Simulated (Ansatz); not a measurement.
C4H6O (`C/C=C/C=O`). The species carries charge 0 and has multiplicity 1.

```xyz
11

C    -0.8055   -1.2257   -0.9653
C     0.1164   -0.1916   -0.4373
C    -0.0125    0.4505    0.7245
C     0.9675    1.4542    1.1313
O     0.9238    2.0798    2.1610
H    -1.6286   -1.4257   -0.2786
H    -1.2213   -0.9133   -1.9287
H    -0.2685   -2.1612   -1.1512
H     0.9735    0.0616   -1.0618
H    -0.8372    0.2576    1.4047
H     1.7925    1.6139    0.4014
```

(1) What are the harmonic wavenumbers in cm⁻¹ at PBE0-D4/def2-TZVP (Ansatz, finite differences of forces, unscaled)? (Estimate.)

(2) Is this a minimum?

(3) Give the ideal-gas thermochemistry at 298.15 K and 1 bar (rigid rotor, harmonic oscillator; point group Cs, symmetry number 1).

(4) And at 400, 500, 600, 800 and 1000 K?

(5) Rotational constants (cm⁻¹)?

## Answers

(1) Ansatz gave: 128, 202, 207, 302, 462, 546, 799, 942, 1008, 1035, 1070, 1113, 1174, 1274, 1327, 1401, 1416, 1467, 1474, 1724, 1805, 2887, 3042, 3097, 3130, 3149, 3185.

(2) Yes, all 27 modes are real.

(3) Zero-point energy 235.5 kJ/mol; H(298) − E = 253.2 kJ/mol; entropy 311.8 J/(mol·K), of which translation 161.9, rotation 105.2, vibration 44.7; G(298) − E = 160.2 kJ/mol.

(4) 
```json
{"T (K)": "400", "H − E (kJ/mol)": "263.2", "S (J/mol/K)": "340.6", "G − E (kJ/mol)": "127.0"}
{"T (K)": "500", "H − E (kJ/mol)": "275.0", "S (J/mol/K)": "366.9", "G − E (kJ/mol)": "91.6"}
{"T (K)": "600", "H − E (kJ/mol)": "288.6", "S (J/mol/K)": "391.7", "G − E (kJ/mol)": "53.6"}
{"T (K)": "800", "H − E (kJ/mol)": "320.2", "S (J/mol/K)": "436.9", "G − E (kJ/mol)": "-29.3"}
{"T (K)": "1000", "H − E (kJ/mol)": "356.1", "S (J/mol/K)": "476.9", "G − E (kJ/mol)": "-120.8"}
```

(5) 1.114, 0.07343, 0.06977.
